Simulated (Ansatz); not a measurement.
BClH₃N (`NBCl`): the same geometry under several functionals.

```yaml
crystal:
  periodic: [false, false, false]
  atoms:
    - {symbol: N, position_ang: [-0.395633, -0.007793, -0.658008]}
    - {symbol: B, position_ang: [0.369619, -0.158857, 0.483652]}
    - {symbol: Cl, position_ang: [0.529901, 1.189336, 1.615967]}
    - {symbol: H, position_ang: [-0.511808, -0.749259, -1.326593]}
    - {symbol: H, position_ang: [-0.878633, 0.844504, -0.888194]}
    - {symbol: H, position_ang: [0.928754, -1.181932, 0.727075]}
basis:
  gaussian: {orbitals: def2-TZVPP}
hamiltonian: {xc: {name: r2SCANh}, dispersion: d4}
output: {orbitals: {seedname: orbitals}}
```

```sh
$ ansatz run in.yaml --threads 2 --pin off --events-out ev --progress --plain
```

Shortened log:

```
Functional definition: r2SCANh
795 factors; their error is unknown
mean field evaluation 1: about -14732.5838 eV, gradient 5.9e1 eV
mean field evaluation 2: about -14722.0228 eV, gradient 8.6e1 eV
mean field evaluation 4: about -14739.1688 eV, gradient 4.1e0 eV
mean field evaluation 8: about -14739.2170 eV, gradient 2.5e-1 eV
mean field -14739.21709985 eV, -541.6562378194 hartree, gradient 7.5e-5 eV, S^2 0.000000; 0 other end points of the search recorded, 0 dependent functions left out
reference -14739.21710882 eV, -541.6562381489 hartree; 16, 16 occupied and 130, 130 virtual orbitals, 795 factors
Total energy: -14739.23730264 eV, -541.6569802583 hartree
```

Hardware: 2 threads of a server CPU on a shared host. Wall time 5.5 s, peak host memory 0.23 GiB.

Changing it to `hamiltonian: {xc: lda}` (abridged; 1.5 s):

```
Functional definition: SPW92
mean field evaluation 16: about -14680.6184 eV, gradient 4.3e-5 eV
mean field -14680.61836348 eV, -539.5027739774 hartree, gradient 4.3e-5 eV, S^2 0.000000
Total energy: -14680.61839653 eV, -539.5027751918 hartree
```

Changing it to `hamiltonian: {xc: pbe0, dispersion: d4}` (abridged; 3.3 s):

```
Functional definition: PBE0
mean field evaluation 16: about -14734.6403 eV, gradient 4.8e-5 eV
mean field -14734.64033367 eV, -541.4880447644 hartree, gradient 4.8e-5 eV, S^2 0.000000
Total energy: -14734.70967160 eV, -541.4905928863 hartree
```

With the line `hamiltonian: {xc: {name: LC-wPBE}, dispersion: d4}` (abridged; 3.4 s):

```
WARN the engine holds no damping parameters fitted to this dispersion correction and functional, so the run takes those fitted to pbe0 (hamiltonian.dispersion, under Limitations)
Functional definition: LC-wPBE
mean field evaluation 16: about -14736.6285 eV, gradient 4.4e-5 eV
mean field -14736.62847077 eV, -541.5611074551 hartree, gradient 4.4e-5 eV, S^2 0.000000
Total energy: -14736.69778238 eV, -541.5636546099 hartree
```

The same input with `hamiltonian: {xc: {name: PBE-QIDH}}` (abridged; 6 s):

```
Functional definition: PBE-QIDH
mean field evaluation 16: about -14726.9210 eV, gradient 1.3e-5 eV
mean field -14726.92102018 eV, -541.2043652260 hartree, gradient 3.1e-6 eV, S^2 0.000000
7 core orbitals not correlated: weight in the atoms' cores, before any rotation towards them, 1.000 or more for the frozen orbitals, at most 0.000 for the correlated occupied ones
second order -15.48227690 eV of doubles, -0.00000000 eV of singles
Total energy: -14732.08178974 eV, -541.3940200094 hartree
```

Changing it to `hamiltonian: {xc: {name: B3LYP}, dispersion: d4}` and forces (abridged; 3.7 s):

```
Functional definition: B3LYP
mean field -14742.15954288 eV, -541.7643706061 hartree, gradient 6.5e-5 eV, S^2 0.000000
Total energy: -14742.29620579 eV, -541.7693928753 hartree
Atom 0 force    -0.036986    -0.015322    -0.069852 eV/Å
Atom 1 force     0.093735    -0.255367    -0.013219 eV/Å
Atom 2 force     0.029847     0.159572     0.151960 eV/Å
Atom 3 force    -0.013339     0.005196    -0.017618 eV/Å
Atom 4 force    -0.011236    -0.001527    -0.019815 eV/Å
Atom 5 force    -0.062020     0.107447    -0.031456 eV/Å
Dipole moment:    -0.238978    -0.141040    -0.478383 e Å
```

LC-ωPBE has ω = 0.4 bohr⁻¹; the program lends it PBE0's D4 damping.

B3LYP takes the VWN-RPA correlation (the form of Gaussian; ORCA's B3LYP/G).
